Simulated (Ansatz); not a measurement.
S vacancy in MoS$_{2}$

Theory: DFT r2SCAN, scalar-relativistic, plane waves, PAW (Ansatz). Settings: 500 eV cutoff, 2×2×2 k-mesh, Gaussian smearing of 0.01 eV, collinear spin in charge -1 alone.

Host crystal, relaxed:

```xyz
6
Lattice="3.1843 0.0000 0.0000 -1.5921 2.7577 0.0000 0.0000 0.0000 12.9904" Properties=species:S:1:pos:R:3 pbc="T T T"
Mo    1.5921    0.9192    3.2476
Mo    0.0000    1.8384    9.7428
S     1.5921    0.9192    8.1901
S     0.0000    1.8384    4.8003
S     1.5921    0.9192   11.2955
S     0.0000    1.8384    1.6949
```

Supercell of 42 atoms, rows in host cell vectors: -1 -3 0; -2 1 0; 0 0 -1. Atoms relax at the host's cell from a start displaced at random by 0.06 Å near the defect, so other minima may exist. The cell is small, so energies carry finite-size errors of tenths of an eV. The host's Kohn–Sham gap is 1.16 eV. Atoms are taken from and returned to the elements' standard states. Charged cells are corrected for image charges with the computed static dielectric tensor (mean 11.1) and aligned with the host's potential at far atoms (alignment terms reach 0.53 eV; the program doubts the alignment in some charges, where it is up to 0.53 eV). No band-filling term is added, and the Fermi level counts from the host's valence band top.

With moments and this functional the run may sit in a state above the lowest one. Starting moments were lost in some runs.

Defect: S vacancy at (0.667, 0.333, 0.630) of the host cell.

Problem. What is the formation energy of the neutral defect?

Solution. 2.96 eV.

Problem. Does the neutral defect carry a moment, and how do its surroundings relax?

Solution. The neutral run had no spin polarisation, so a moment wasn't tested. The nearest neighbours before are 3 Mo at 2.41 Å; after relaxation the atoms near the site are 2 Mo at 2.38 Å, 1 Mo at 2.39 Å; the largest move is 0.07 Å.

Problem. Charges 0, -1 were computed. Which is stable where in the gap?

Solution. Among the charges computed the stable one is 0 at the valence band top, changing to -1 at 1.13 eV. Levels between neighbouring charges: (0/-1) 1.13 eV.

Cost: 3 runs of about 2.7 core-hours in all, on Intel Xeon Platinum 8259CL (Skylake/Cascade Lake) (shared hosts).